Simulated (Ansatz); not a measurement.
Task: a composite energy at a relaxed geometry of FHSSi, SMILES F[Si]S, with Ansatz 0.2.0 through its Python package. Give the script and its output. Level of theory (for the species named): r2SCAN, def2-SVP basis, multiplicity 1, D4 dispersion.

```json
{"atom": "F", "x (Å)": "-1.1807", "y (Å)": "0.0366", "z (Å)": "1.1493"}
{"atom": "Si", "x (Å)": "0.0627", "y (Å)": "0.9442", "z (Å)": "0.7554"}
{"atom": "S", "x (Å)": "0.9758", "y (Å)": "-0.0237", "z (Å)": "-0.9199"}
{"atom": "H", "x (Å)": "0.1977", "y (Å)": "-1.0174", "z (Å)": "-1.0051"}
```

`composite_fhssi.py`
```python
# -*- coding: utf-8 -*-
"""Relax FHSSi cheaply, then refine its energy."""

import itertools
import warnings

import ansatz
from ase import Atoms
from ase.data import atomic_numbers, covalent_radii
import numpy as np


def main():
    warnings.simplefilter("ignore", ansatz.DeckWarning)

    atoms = Atoms(["F", "Si", "S", "H"], positions=[
        (-1.1807, 0.0366, 1.1493),
        (0.0627, 0.9442, 0.7554),
        (0.9758, -0.0237, -0.9199),
        (0.1977, -1.0174, -1.0051),
    ])
    system = ansatz.Crystal.molecule_from_ase(atoms)

    setup = (
        system.calculation()
        .basis(gaussian="def2-SVP")
        .functional("r2scan", dispersion="d4")
    )
    symbols = [site.symbol for site in system.cartesian_sites]
    start = np.array([site.position_ang for site in system.cartesian_sites], dtype=float)
    r = setup.relax(force_tolerance=0.01).run(threads=1).report
    end = np.array(r["positions_ang"])
    # pairs closer than 1.2 times the sum of covalent radii, before or after
    radius = [covalent_radii[atomic_numbers[s]] for s in symbols]
    span = lambda where, i, j: np.linalg.norm(where[i] - where[j])
    bonded = [(i, j) for i, j in itertools.combinations(range(len(symbols)), 2) if min(span(start, i, j), span(end, i, j)) < 1.2 * (radius[i] + radius[j])]
    print("pair        before    after (A)")
    for i, j in bonded:
        print(f"{symbols[i]}{i}-{symbols[j]}{j}".ljust(10), f"{span(start, i, j):8.4f} {span(end, i, j):8.4f}")
    for first, second in list(itertools.combinations(bonded, 2)):
        shared = set(first) & set(second)
        if shared and symbols[(j := shared.pop())] != "H":
            i, k = sorted((set(first) | set(second)) - {j})
            u, v = end[i] - end[j], end[k] - end[j]
            angle = np.degrees(np.arccos(np.clip(u @ v / np.linalg.norm(u) / np.linalg.norm(v), -1, 1)))
            print(f"final angle {symbols[i]}{i}-{symbols[j]}{j}-{symbols[k]}{k}: {angle:.2f} deg")

    minimum = ansatz.Crystal.molecule()
    for symbol, place in zip(symbols, end):
        minimum = minimum.atom(symbol, place.tolist())
    at_minimum = minimum.calculation()
    # MP2 extrapolated to the basis limit, plus the small-basis difference CCSD(T) - MP2
    level = lambda method, basis: at_minimum.basis(gaussian=basis).correlation(method).run(threads=1).report
    small, large, cluster = level("mp2", "cc-pVDZ"), level("mp2", "cc-pVTZ"), level("ccsd_t", "cc-pVDZ")
    corr = lambda each: (each["free_energy_ev"] - each["reference_energy_ev"]) / 27.211386246
    mp2_limit = (27 * corr(large) - 8 * corr(small)) / 19
    pieces = {"HF / cc-pVTZ": large["reference_energy_ev"] / 27.211386246, "MP2 correlation, DZ-TZ limit": mp2_limit, "CCSD(T) - MP2 / cc-pVDZ": corr(cluster) - corr(small)}
    for name, value in pieces.items():
        print(f"{name:32s} {value:14.6f} Ha")
    print(f"{'sum':32s} {sum(pieces.values()):14.6f} Ha")
    print("T1 diagnostic", round(cluster["correlation"]["coupled_cluster"]["t1_diagnostic"], 4))


if __name__ == "__main__":
    main()
```

Running `python composite_fhssi.py` prints:
```text
pair        before    after (A)
F0-Si1       1.5890   1.6442
Si1-S2       2.1394   2.1704
S2-H3        1.2650   1.3545
final angle F0-Si1-S2: 98.89 deg
final angle Si1-S2-H3: 94.19 deg
HF / cc-pVTZ                        -786.612416 Ha
MP2 correlation, DZ-TZ limit          -0.581173 Ha
CCSD(T) - MP2 / cc-pVDZ               -0.039798 Ha
sum                                 -787.233388 Ha
T1 diagnostic 0.0161
```

Reading the output:
- The settings weren't tested for convergence.
- The sum leaves out core correlation, relativity, the Hartree-Fock basis error and zero-point energy; a DZ-TZ extrapolation is rough.
- Inner cores stay frozen, so this is valence correlation.
- For Al to Cl the sets with a tight d function, cc-pV(X+d)Z, are usual.
- An extrapolation from small basis sets is rough.
- It ran for 20 s on 1 thread of Intel(R) Xeon(R) Platinum 8259CL CPU @ 2.50GHz (Skylake/Cascade Lake) (shared host), peak memory 0.24 GiB.
